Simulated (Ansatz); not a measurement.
1T (CdI2-type) PtSe2, treated with r²SCAN+rVV10 (Ansatz, a first-principles code, PAW).

Numerical settings: plane-wave cutoff 560 eV, 12×12×8 k mesh (along the axes of the cell as run), Fermi–Dirac smearing 0.01 eV, scalar-relativistic PAW data made under PBE.

Response to compression and expansion:

Shape and atoms are relaxed at each volume.

```csv
V (Å³/atom),P (GPa),c (Å),a (Å)
20.376,1.05,5.062,3.734
20.801,0.52,5.180,3.730
21.225,0.00,5.293,3.727
21.650,-0.38,5.407,3.724
22.074,-0.72,5.520,3.722
```

Note: the bulk modulus comes from volumes at which shape and atoms were relaxed.
